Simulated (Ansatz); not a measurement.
Take V in the bcc (W type) structure (space group Im-3m, No. 229) as the base.

```
V
1.0
   -1.49237     1.49237     1.49237
    1.49237    -1.49237     1.49237
    1.49237     1.49237    -1.49237
V
1
Cartesian
  0.00000   0.00000   0.00000
```

All numbers come from r2SCAN, PAW, 500 eV (Ansatz, an electronic-structure program; no spin-orbit coupling), earlier PAW set.

One thing is altered: every V is replaced by Nb; the structure is relaxed again.

Measured lattice parameter a: V 3.021 Å (static lattice; corrected from measurement; as listed in Daniel Mejia-Rodriguez, S. B. Trickey, Phys. Rev. B (2018)); Nb 3.294 Å (static lattice; corrected from measurement; as listed in Daniel Mejia-Rodriguez, S. B. Trickey, Phys. Rev. B (2018)).

Problem. How well does r2SCAN reproduce the measured shift?

Solution. With r2SCAN the lattice parameter a moves by +0.318 Å (2.985 → 3.303) against +0.273 Å measured.

Stability against distortions was not tested. Starting moments died away, wholly or in part, for the base; another magnetic solution may exist. The final runs are not spin-polarised.
